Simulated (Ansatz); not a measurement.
SiH2, quintet: reading a ladder of total energies

Geometry: that of the SiH2, triplet, kept fixed. The singlet lies 8.5 eV lower here.

```xyz
3

Si    0.0000   -0.0507    0.0000
H     0.0000    0.7069   -1.2784
H     0.0000    0.7069    1.2784
```

Basis cc-pVDZ; Ansatz 0.2.0. Correlated methods freeze the noble-gas cores, which leaves 6 electrons in 23 orbitals. Prefix R: restricted or restricted open-shell reference; prefix U: unrestricted.

Full CI is exact within this basis and frozen core; it isn't the basis-set limit. The frozen core follows each run's orbitals, which can shift R against U totals by a few meV.

Runs differ by some tens of microhartree through their thresholds and, for an open shell, their frozen cores, so steps under 0.1 kcal/mol mean nothing.

```
    level  total energy (hartree)
      UHF             -289.719890
     UMP2             -289.784418
    UCCSD             -289.805748
 UCCSD(T)             -289.808164
   UCCSDT             -289.808912
UCCSDT(Q)             -289.809026
  full CI             -289.809059
```

**Question.** What is the correlation energy at full CI, and what share of it do UMP2 and UCCSD(T) recover?

**Answer.** E(corr) = -289.809059 − (-289.719890) = -0.089169 hartree = -2.426 eV. UMP2: -0.064528 / -0.089169 = 72.37 %. UCCSD(T): -0.088274 / -0.089169 = 99.00 %.

**Question.** By how many kcal/mol does UCCSD(T) miss full CI (1 hartree = 627.509 kcal/mol), and which steps make up the rest?

**Answer.** -289.808164 − (-289.809059) = 0.000895 hartree = 0.56 kcal/mol. Steps: UCCSDT − UCCSD(T) = -0.47, UCCSDT(Q) − UCCSDT = -0.07, full CI − UCCSDT(Q) = -0.02 kcal/mol. That is within 1 kcal/mol of the reference in this basis, which itself misses far more of the correlation at the basis-set limit.
